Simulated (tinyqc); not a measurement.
Inside a calculation (part 3 of 3). Method: UKS/BLYP in the sto-6g basis, for BH2, spin multiplicity 2. Computed by tinyqc, a small Python program that keeps every step (integrals from PySCF). Command: `OMP_NUM_THREADS=1 python tinyqc.py 27474 27475 out.jsonl` (the two numbers bound the seeds that draw the settings). One thread of a shared host (Intel(R) Xeon(R) Processor @ 2.60GHz), about 3 s of CPU time with the checks.

Geometry (angstrom):
```
atom         x          y         z
B     0.000000   0.000000  0.000000
H     0.000000   1.476000  0.592000
H     0.000000  -1.476000  0.592000
```

## Iteration 16 (converged): orbitals

converged F(alpha) (hartree):
```
            1B 1s      1B 2s     1B 2px     1B 2py     1B 2pz      2H 1s      3H 1s
1B 1s   -6.416245  -1.851032   0.000000   0.000000  -0.001754  -0.196435  -0.196435
1B 2s   -1.851032  -0.778664   0.000000   0.000000  -0.001460  -0.214774  -0.214774
1B 2px   0.000000   0.000000  -0.003597   0.000000   0.000000   0.000000   0.000000
1B 2py   0.000000   0.000000   0.000000  -0.042040   0.000000  -0.149832   0.149832
1B 2pz  -0.001754  -0.001460   0.000000   0.000000  -0.035405  -0.060989  -0.060989
2H 1s   -0.196435  -0.214774   0.000000  -0.149832  -0.060989  -0.150184  -0.023281
3H 1s   -0.196435  -0.214774   0.000000   0.149832  -0.060989  -0.023281  -0.150184
```

converged F(beta) (hartree):
```
            1B 1s      1B 2s    1B 2px     1B 2py     1B 2pz      2H 1s      3H 1s
1B 1s   -6.404912  -1.844477  0.000000   0.000000  -0.007387  -0.195947  -0.195947
1B 2s   -1.844477  -0.730154  0.000000   0.000000  -0.052203  -0.209775  -0.209775
1B 2px   0.000000   0.000000  0.027915   0.000000   0.000000   0.000000   0.000000
1B 2py   0.000000   0.000000  0.000000  -0.019447   0.000000  -0.146864   0.146864
1B 2pz  -0.007387  -0.052203  0.000000   0.000000   0.055682  -0.062553  -0.062553
2H 1s   -0.195947  -0.209775  0.000000  -0.146864  -0.062553  -0.136317  -0.022909
3H 1s   -0.195947  -0.209775  0.000000   0.146864  -0.062553  -0.022909  -0.136317
```

X:
```
            1B 1s      1B 2s    1B 2px     1B 2py     1B 2pz      2H 1s      3H 1s
1B 1s    1.029344  -0.149241  0.000000   0.000000  -0.004418   0.019120   0.019120
1B 2s   -0.149241   1.107744  0.000000   0.000000   0.033366  -0.171015  -0.171015
1B 2px   0.000000   0.000000  1.000000   0.000000   0.000000   0.000000   0.000000
1B 2py   0.000000   0.000000  0.000000   1.089989   0.000000  -0.185285   0.185285
1B 2pz  -0.004418   0.033366  0.000000   0.000000   1.013919  -0.071705  -0.071705
2H 1s    0.019120  -0.171015  0.000000  -0.185285  -0.071705   1.090426  -0.013438
3H 1s    0.019120  -0.171015  0.000000   0.185285  -0.071705  -0.013438   1.090426
```

Diagonalise F' = X^T F X, C = X C', fill 4 alpha and 3 beta electrons from the bottom; D(s) = C_occ C_occ^T. Each column has its largest component positive (the first on a tie).

F' = X^T F X (alpha) (hartree):
```
           1          2          3          4          5          6          7
1  -6.260064  -0.986329   0.000000   0.000000  -0.010960  -0.000023  -0.000023
2  -0.986329  -0.352565   0.000000   0.000000   0.031949  -0.128114  -0.128114
3   0.000000   0.000000  -0.003597   0.000000   0.000000   0.000000   0.000000
4   0.000000   0.000000   0.000000   0.062380   0.000000  -0.156120   0.156120
5  -0.010960   0.031949   0.000000   0.000000  -0.019168  -0.060140  -0.060140
6  -0.000023  -0.128114   0.000000  -0.156120  -0.060140  -0.050853  -0.015914
7  -0.000023  -0.128114   0.000000   0.156120  -0.060140  -0.015914  -0.050853
```

orbital energies (alpha) (hartree): MO1 -6.420531, MO2 -0.320691, MO3 -0.212365, MO4 -0.075217, MO5 -0.003597, MO6 0.117876, MO7 0.239805

coefficients C (alpha):
```
              MO1        MO2        MO3        MO4       MO5        MO6        MO7
1B 1s    0.992133  -0.238061   0.000000   0.122513  0.000000  -0.162978   0.000000
1B 2s    0.029486   0.756496   0.000000  -0.491103  0.000000   0.703303   0.000000
1B 2px   0.000000   0.000000   0.000000   0.000000  1.000000   0.000000   0.000000
1B 2py   0.000000   0.000000   0.478524   0.000000  0.000000   0.000000   1.013781
1B 2pz   0.001494   0.046200   0.000000   0.792311  0.000000   0.639964   0.000000
2H 1s   -0.005156   0.306658   0.492371   0.311352  0.000000  -0.650922  -0.633371
3H 1s   -0.005156   0.306658  -0.492371   0.311352  0.000000  -0.650922   0.633371
```

F' = X^T F X (beta) (hartree):
```
           1          2         3          4          5          6          7
1  -6.249011  -0.987984  0.000000   0.000000  -0.009684   0.000139   0.000139
2  -0.987984  -0.301418  0.000000   0.000000  -0.019370  -0.129534  -0.129534
3   0.000000   0.000000  0.027915   0.000000   0.000000   0.000000   0.000000
4   0.000000   0.000000  0.000000   0.087752   0.000000  -0.159668   0.159668
5  -0.009684  -0.019370  0.000000   0.000000   0.071696  -0.060747  -0.060747
6   0.000139  -0.129534  0.000000  -0.159668  -0.060747  -0.035772  -0.016400
7   0.000139  -0.129534  0.000000   0.159668  -0.060747  -0.016400  -0.035772
```

orbital energies (beta) (hartree): MO1 -6.408994, MO2 -0.295558, MO3 -0.197881, MO4 0.027915, MO5 0.030906, MO6 0.142741, MO7 0.266261

coefficients C (beta):
```
              MO1        MO2        MO3       MO4        MO5        MO6        MO7
1B 1s    0.992362  -0.223252   0.000000  0.000000  -0.174784  -0.131910   0.000000
1B 2s    0.028680   0.700593   0.000000  0.000000   0.691384   0.582502   0.000000
1B 2px   0.000000   0.000000   0.000000  1.000000   0.000000   0.000000   0.000000
1B 2py   0.000000   0.000000   0.470411  0.000000   0.000000   0.000000   1.017571
1B 2pz   0.002547   0.147223   0.000000  0.000000  -0.656122   0.766335   0.000000
2H 1s   -0.005098   0.334183   0.497414  0.000000  -0.384078  -0.596225  -0.629418
3H 1s   -0.005098   0.334183  -0.497414  0.000000  -0.384078  -0.596225   0.629418
```

D(alpha) after iteration 16:
```
            1B 1s      1B 2s    1B 2px     1B 2py     1B 2pz      2H 1s      3H 1s
1B 1s    1.056011  -0.211005  0.000000   0.000000   0.087552  -0.039974  -0.039974
1B 2s   -0.211005   0.814339  0.000000   0.000000  -0.354113   0.078928   0.078928
1B 2px   0.000000   0.000000  0.000000   0.000000   0.000000   0.000000   0.000000
1B 2py   0.000000   0.000000  0.000000   0.228985   0.000000   0.235611  -0.235611
1B 2pz   0.087552  -0.354113  0.000000   0.000000   0.629893   0.260847   0.260847
2H 1s   -0.039974   0.078928  0.000000   0.235611   0.260847   0.433435  -0.051423
3H 1s   -0.039974   0.078928  0.000000  -0.235611   0.260847  -0.051423   0.433435
```

D(beta) after iteration 16:
```
            1B 1s      1B 2s    1B 2px     1B 2py     1B 2pz      2H 1s      3H 1s
1B 1s    1.034623  -0.127948  0.000000   0.000000  -0.030340  -0.079667  -0.079667
1B 2s   -0.127948   0.491654  0.000000   0.000000   0.103217   0.233980   0.233980
1B 2px   0.000000   0.000000  0.000000   0.000000   0.000000   0.000000   0.000000
1B 2py   0.000000   0.000000  0.000000   0.221286   0.000000   0.233989  -0.233989
1B 2pz  -0.030340   0.103217  0.000000   0.000000   0.021681   0.049187   0.049187
2H 1s   -0.079667   0.233980  0.000000   0.233989   0.049187   0.359125  -0.135716
3H 1s   -0.079667   0.233980  0.000000  -0.233989   0.049187  -0.135716   0.359125
```

## Convergence

Stop when the energy changes by less than 1e-08 hartree and every element of the error matrix X^T (F D S - S D F) X (for each spin) is below 3e-05.

Course of the cycle:
```
iteration   E (hartree)     change  largest element of the error matrix
1           -7.54679101          -                             4.24e-02
2          -22.09840560  -1.46e+01                             7.89e-02
3          -24.74201539  -2.64e+00                             1.30e-01
4          -25.32482314  -5.83e-01                             1.38e-01
5          -25.64739619  -3.23e-01                             4.93e-02
6          -25.70704208  -5.96e-02                             1.94e-02
7          -25.71927487  -1.22e-02                             7.32e-03
8          -25.72168195  -2.41e-03                             1.50e-03
9          -25.72213272  -4.51e-04                             3.34e-04
10         -25.72222204  -8.93e-05                             7.52e-05
11         -25.72223993  -1.79e-05                             1.50e-05
12         -25.72224351  -3.58e-06                             2.89e-06
13         -25.72224423  -7.16e-07                             5.43e-07
14         -25.72224437  -1.43e-07                             1.07e-07
15         -25.72224440  -2.86e-08                             2.13e-08
16         -25.72224441  -5.73e-09                             4.26e-09
```

PySCF UKS in the same basis, fine grid, after a stability check = -25.72410414 hartree

Converged in 16 iterations. The coarse grid moves the energy by +1.86e-03 hartree.

## Populations, bond orders and dipole

overlap S:
```
           1B 1s     1B 2s    1B 2px     1B 2py    1B 2pz     2H 1s      3H 1s
1B 1s   1.000000  0.264891  0.000000   0.000000  0.000000  0.027856   0.027856
1B 2s   0.264891  1.000000  0.000000   0.000000  0.000000  0.293926   0.293926
1B 2px  0.000000  0.000000  1.000000   0.000000  0.000000  0.000000   0.000000
1B 2py  0.000000  0.000000  0.000000   1.000000  0.000000  0.315799  -0.315799
1B 2pz  0.000000  0.000000  0.000000   0.000000  1.000000  0.126662   0.126662
2H 1s   0.027856  0.293926  0.000000   0.315799  0.126662  1.000000   0.023647
3H 1s   0.027856  0.293926  0.000000  -0.315799  0.126662  0.023647   1.000000
```

Mulliken: Z minus the diagonal of D S on the atom; Loewdin: the same with S^(1/2) D S^(1/2); Mayer order: 2 sum_s sum (D(s) S)_ij (D(s) S)_ji over the two atoms.

Charges (e):
```
atom   Mulliken    Loewdin  Mulliken spin
1B     0.128684   0.127326       0.881687
2H    -0.064342  -0.063663       0.059156
3H    -0.064342  -0.063663       0.059156
```

Mayer bond orders:
```
pair     order
2-1   0.952112
3-1   0.952112
3-2   0.040249
```

dipole moment about the origin, x y z (debye): 0.000000  0.000000  -0.016006

<S^2> of the determinant (pure state: 0.75) = 0.750189
